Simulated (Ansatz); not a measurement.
# AlH2Mg: the cost of one run

Program: Ansatz 0.2.0, Gaussian basis. Level of theory: def2-QZVPP, all electrons in the functionals, frozen cores in the correlation of double hybrids and RPA. These are calculated values, not measurements.

Plan: wB97M-V, B2PLYP, at charge 0, quartet; charge 0, doublet; charge 0, sextet; charge 1, triplet; charge 1, quintet.

### 1 The system

The geometry is a PBE0/def2-TZVP stationary point (not a proven minimum).

4 atoms, charge 0, spin multiplicity 4.

Atoms are counted from 1 here; the program's logs count them from 0.

Bond lengths: Al1–H3 1.585 Å, Al1–H4 1.685 Å, Mg2–H4 1.892 Å. Angles: H3–Al1–H4 120.6°, Al1–H4–Mg2 97.5°.

Geometry (Å):

```csv
atom,x (Å),y (Å),z (Å)
Al1,0.0000,0.0562,1.2209
Mg2,0.0000,-0.0014,-1.4713
H3,0.0000,-0.3272,2.7591
H4,0.0000,-1.1428,0.0371
```

No dispersion term is added; wB97M-V holds VV10 nonlocal correlation.

The geometry shown and the zero of energy belong to the point charge 0, quartet. The yardstick, UCCSD(T), and other wave-function levels (R restricted, U unrestricted, valence and pair active spaces) come from earlier runs.

### 2 wB97M-V, charge 0, quartet

in.yaml reads:

```yaml
crystal:
  periodic: [false, false, false]
  atoms:
    - {symbol: Al, position_ang: [0.000000, 0.056189, 1.220938]}
    - {symbol: Mg, position_ang: [0.000000, -0.001415, -1.471349]}
    - {symbol: H, position_ang: [0.000000, -0.327222, 2.759073]}
    - {symbol: H, position_ang: [0.000000, -1.142799, 0.037065]}
basis:
  gaussian: {orbitals: "def2-QZVPP.json"}
magnetization: {spin_polarized: true, initial_magnetization: 3}
hamiltonian: {xc: {name: wB97M-V}}
output: {orbitals: {seedname: orbitals}}
```

The run is started by

```console
$ ansatz run in.yaml --threads 1 --pin off --events-out ev --progress --plain --max-ram 2393MiB
```

**Question.** How long does this run take on 1 thread of Arm Neoverse V2, shared host, and how much memory does it need?

About 24 s, with a peak of 0.56 GiB.
